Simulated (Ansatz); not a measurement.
**C4H9 (doublet): wave-function methods side by side, cc-pVDZ**

An exercise on one series of results from a longer session: the logs are not shown, and one member is left open.

Computed with Ansatz 0.2.0, Gaussian basis. Level: cc-pVDZ, core rule «outside noble gas», up to 4 orbitals frozen.

The runs, in order: UHF; CCSD(T) on ROHF; CCSD(T) on UHF; CCSDT(Q) on UHF.

## What is computed

The geometry is an MP2(full)/6-31G* stationary point (not a proven minimum).

13 atoms, charge 0, spin multiplicity 2.

Atoms are counted from 1 here; the program's logs count them from 0.

Bond lengths: C1–C2 1.493 Å, C1–C3 1.493 Å, C1–C4 1.493 Å, C2–H5 1.102 Å, C2–H6 1.094 Å, C2–H7 1.094 Å, C3–H8 1.102 Å, C3–H9 1.094 Å, C3–H10 1.094 Å, C4–H11 1.102 Å, C4–H12 1.094 Å, C4–H13 1.094 Å. Angles: C2–C1–C3 118.0°, C2–C1–C4 118.0°, C3–C1–C4 118.0°, C1–C2–H5 111.5°, C1–C2–H6 111.5°, C1–C2–H7 111.5°, H5–C2–H6 107.0°, H5–C2–H7 107.0°, H6–C2–H7 108.3°, C1–C3–H8 111.5°, C1–C3–H9 111.5°, C1–C3–H10 111.5°, H8–C3–H9 107.0°, H8–C3–H10 107.0°, H9–C3–H10 108.3°, C1–C4–H11 111.5°, C1–C4–H12 111.5°, C1–C4–H13 111.5° and more.

Coordinates:

```xyz
13

C     0.00000    0.00000    0.17843
C     0.00000    1.47819   -0.03437
C     1.28015   -0.73909   -0.03437
C    -1.28015   -0.73909   -0.03437
H     0.00000    1.73150   -1.10729
H    -0.88704    1.94577    0.40406
H     0.88704    1.94577    0.40406
H     1.49952   -0.86575   -1.10729
H     2.12861   -0.20468    0.40406
H     1.24156   -1.74109    0.40406
H    -1.49952   -0.86575   -1.10729
H    -1.24156   -1.74109    0.40406
H    -2.12861   -0.20468    0.40406
```

Set-up of the first run:

File in.yaml:

```yaml
crystal:
  periodic: [false, false, false]
  atoms:
    - {symbol: C, position_ang: [0.000000, 0.000000, 0.178426]}
    - {symbol: C, position_ang: [0.000000, 1.478187, -0.034369]}
    - {symbol: C, position_ang: [1.280147, -0.739093, -0.034369]}
    - {symbol: C, position_ang: [-1.280147, -0.739093, -0.034369]}
    - {symbol: H, position_ang: [0.000000, 1.731496, -1.107295]}
    - {symbol: H, position_ang: [-0.887043, 1.945769, 0.404062]}
    - {symbol: H, position_ang: [0.887043, 1.945769, 0.404062]}
    - {symbol: H, position_ang: [1.499520, -0.865748, -1.107295]}
    - {symbol: H, position_ang: [2.128607, -0.204683, 0.404062]}
    - {symbol: H, position_ang: [1.241564, -1.741086, 0.404062]}
    - {symbol: H, position_ang: [-1.499520, -0.865748, -1.107295]}
    - {symbol: H, position_ang: [-1.241564, -1.741086, 0.404062]}
    - {symbol: H, position_ang: [-2.128607, -0.204683, 0.404062]}
basis:
  gaussian: {orbitals: cc-pVDZ}
magnetization: {spin_polarized: true, initial_magnetization: 1}
hamiltonian: {xc: hf}
output: {orbitals: {seedname: orbitals}}
```

Run with:

```sh
> ansatz run in.yaml --threads 1 --pin off --events-out ev --progress --plain --max-ram 3956MiB --backend cpu
```

Steps of the session up to this table: UHF; CCSD(T) on ROHF; CCSD(T) on UHF; CCSDT(Q) on UHF.

One table of the session follows, with a row left open; its other results are not shown here.

It belongs to the step «Misses and costs». 

```
   method  from UCCSDT(Q) (meV)
     ROHF              +17453.1
      UHF              +17331.2
     RMP2               +2216.9
     UMP2               +2227.9
    RCCSD                +529.3
    UCCSD                     ?
 RCCSD(T)                 +56.0
 UCCSD(T)                 +56.3
   UCCSDT                 +23.9
UCCSDT(Q)                     0
```

**Question.** Estimate the row for UCCSD.

As computed: from UCCSDT(Q) (meV): +527.4. In the column «from UCCSDT(Q) (meV)» it lies between UCCSD(T) (+56.3) and RCCSD (+529.3).

With the free atoms at the same levels and basis (separate runs), the atomisation energy is 48.638 eV at UCCSDT(Q), 48.623 eV at RCCSD(T), 48.618 eV at UCCSD(T), 39.707 eV at ROHF.

Caveats from the session: Restricted and unrestricted rows rest on different reference determinants; where their highest levels disagree by more than a few hundredths of an eV, they describe different states and don't form one ladder.
